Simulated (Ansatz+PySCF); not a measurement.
A calculation with Ansatz (development build ahead of 0.2.0).

```yaml
crystal:
  periodic: [false, false, false]
  atoms:
    - { symbol: "N", position_ang: [0.0, 0.0, 0.0] }
    - { symbol: Si, position_ang: [0.55228, 0.73637, 1.59428] }
basis:
  gaussian: { orbitals: STO-3G }
magnetization:
  initial_magnetization: 1
hamiltonian:
  xc: hf
correlation:
  method: fci
  frozen_orbitals: { "N": 1, Si: 5 }
```

The input is written out in the form of the current development build from the run's settings.

The run gave:

```yaml
Converged: yes
Total_energy: -339.31929 hartree
State: lowest doublet root, of any spatial symmetry
```
